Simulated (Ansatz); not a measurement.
# NH (imidogen) at UHSE06/aug-cc-pVTZ

What is the vertical ionisation energy of NH (imidogen) at UHSE06/aug-cc-pVTZ? 

The calculation is run with Ansatz 0.2.0.

44 further runs of the same task are left out: 44 set aside as unsound or not needed.

**1. The structure to begin with**

NH has 2 atoms, charge 0, and is taken as a triplet. SMILES: `[NH]`. Geometry: the measured bond length.

Bond lengths: N1–H2 1.036 Å.

**2. The energy at UHSE06/aug-cc-pVTZ**

File input.yaml:

```yaml
basis:
  gaussian:
    orbitals: aug-cc-pVTZ
crystal:
  periodic: [false, false, false]
  atoms:
    - {symbol: N, position_ang: [0.000000, 0.000000, 0.000000]}
    - {symbol: H, position_ang: [0.000000, 0.000000, 1.036210]}
total_charge: 0
magnetization:
  spin_polarized: true
  initial_magnetization: 2
hamiltonian:
  xc: hse06
accuracy: high
output:
  orbitals: {seedname: orbitals}
```

Launch:

```bash
ansatz run input.yaml --threads 1 --pin off --max-ram 3480MiB --events-out events.jsonl --progress --plain --runs-dir runs
```

Output:

```text
Warning: RAYON_NUM_THREADS=1 ignored (pool sized by the plan → 1); use --threads N
Functional definition: HSE06
  name "HSE06"
  parameter a = 0.25
  parameter omega = 0.11/bohr
  exchange = pbe_x - a*pbe_x_sr(omega) + a*exact_x_sr(omega)
  correlation = pbe_c
897 factors; integrals over basis functions are off by at most 3.1e-9 eV
74 factors; integrals over basis functions are off by at most 8.5e-10 eV
mean field evaluation 1: about -1500.5643 eV, gradient 1.4e1 eV
mean field evaluation 2: about -1500.5627 eV, gradient 1.4e1 eV
mean field evaluation 4: about -1501.4252 eV, gradient 1.3e-1 eV
mean field evaluation 8: about -1501.4248 eV, gradient 3.3e-3 eV
mean field evaluation 16: about -1501.4248 eV, gradient 2.5e-8 eV
mean field -1501.42483937 eV, -55.1763451447 hartree, gradient 2.5e-8 eV, S^2 2.006407; 0 other end points of the search recorded, 0 dependent functions left out
reference -1501.42484354 eV, -55.1763452980 hartree; 5, 3 occupied and 64, 66 virtual orbitals, 897 factors
Total energy: -1501.42484354 eV, -55.1763452980 hartree
```

Run time: 1.8 s. Hardware: 1 thread of Arm Neoverse V1, shared host; peak memory 0.13 GiB.

**3. The doublet cation, same level**

File input.yaml:

```yaml
crystal:
  periodic: [false, false, false]
  atoms:
    - {symbol: N, position_ang: [0.000000, 0.000000, 0.000000]}
    - {symbol: H, position_ang: [0.000000, 0.000000, 1.036210]}
basis:
  gaussian:
    orbitals: aug-cc-pVTZ
total_charge: 1
magnetization:
  spin_polarized: true
  initial_magnetization: 1
hamiltonian:
  xc: hse06
accuracy: high
output: {orbitals: {seedname: orbitals}}
```

Launch:

```bash
ansatz run input.yaml --threads 1 --pin off --max-ram 3480MiB --events-out events.jsonl --progress --plain --runs-dir runs
```

Output:

```text
Warning: RAYON_NUM_THREADS=1 ignored (pool sized by the plan → 1); use --threads N
Functional definition: HSE06
  name "HSE06"
  parameter a = 0.25
  parameter omega = 0.11/bohr
  exchange = pbe_x - a*pbe_x_sr(omega) + a*exact_x_sr(omega)
  correlation = pbe_c
897 factors; integrals over basis functions are off by at most 3.1e-9 eV
74 factors; integrals over basis functions are off by at most 8.5e-10 eV
mean field evaluation 1: about -1486.2541 eV, gradient 1.9e1 eV
mean field evaluation 2: about -1487.0468 eV, gradient 1.2e1 eV
mean field evaluation 4: about -1487.6789 eV, gradient 9.9e-2 eV
mean field evaluation 8: about -1487.6785 eV, gradient 2.1e-3 eV
mean field evaluation 16: about -1487.6785 eV, gradient 4.4e-8 eV
mean field evaluation 32: about -1487.6768 eV, gradient 7.9e-1 eV
mean field -1487.78545078 eV, -54.6751068588 hartree, gradient 9.6e-8 eV, S^2 1.121485; 3 other end points of the search recorded, 0 dependent functions left out
reference -1487.78545243 eV, -54.6751069197 hartree; 4, 3 occupied and 65, 66 virtual orbitals, 897 factors
Total energy: -1487.78545243 eV, -54.6751069197 hartree
```

Run time: 4.2 s. Hardware: 1 thread of Arm Neoverse V1, shared host; peak memory 0.13 GiB.

**4. Outcome**

At UHSE06/aug-cc-pVTZ:

| quantity | value |
| --- | --- |
| triplet NH: total energy | -55.17635 Eh |
| triplet NH: HOMO energy (highest over α and β) | -9.35 eV |
| triplet NH: LUMO energy (lowest over α and β) | -2.99 eV |
| triplet NH: ⟨S²⟩ | 2.006 |
| doublet cation: total energy | -54.67511 Eh |
| doublet cation: HOMO energy (highest over α and β) | -21.98 eV |
| doublet cation: LUMO energy (lowest over α and β) | -17.51 eV |
| doublet cation: ⟨S²⟩ | 1.121 |
| vertical ionisation energy (to the doublet cation) | 13.639 eV |

What this shows: Removing an electron at fixed nuclei costs 13.64 eV (1316 kJ/mol). ⟨S²⟩ (doublet cation) is 1.12 where a pure doublet has 0.75: the reference is spin-contaminated.
